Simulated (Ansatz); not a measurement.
A made-up structure of CH3LiN, doublet:

| atom | x (Å) | y (Å) | z (Å) |
| --- | --- | --- | --- |
| Li1 | -2.4345 | -0.1482 | -0.7563 |
| N2 | -0.8330 | -0.0364 | -0.2277 |
| C3 | 0.4999 | 0.0426 | 0.1815 |
| H4 | -3.8407 | -0.3278 | -0.0362 |
| H5 | 0.7488 | -0.5475 | 1.0846 |
| H6 | 0.8827 | 1.0698 | 0.3373 |

It is relaxed with PBE-D4/def2-SVP and then PBE0-D4/def2-TZVP (Ansatz 0.2.0). Atoms count as bonded within 1.22 times the sum of their covalent radii (H–H: 0.88 Å). The end point is not checked to be a true minimum.

Q: Does its bonding change? (Judge from chemistry; the calculation decides.)

A: Computed: No: no bond forms or breaks.

Where it ends: The first stage lowers the energy by 1.34 eV in 8 steps. It ends as CH₃LiN ([LiH][N][CH2]):
```
6
angstrom
Li -2.6364 0.4189 -0.8610
N -0.8964 0.4739 -0.3511
C 0.0863 0.1010 0.3071
H -2.6421 -0.8087 0.2650
H 0.0409 -0.7150 1.0410
H 1.0708 0.5824 0.1822
```

Labels in which every atom is bracketed show which atoms are joined, not bond orders.

For scale, one of the runs: PBE0-D4/def2-TZVP relaxation, 94 basis functions, launched by `ansatz run in.yaml --threads 2 --pin off --events-out ev --progress --plain --max-ram 4352MiB`. The run took about 28 s on 2 CPU threads of an Arm Neoverse V2 (shared host).
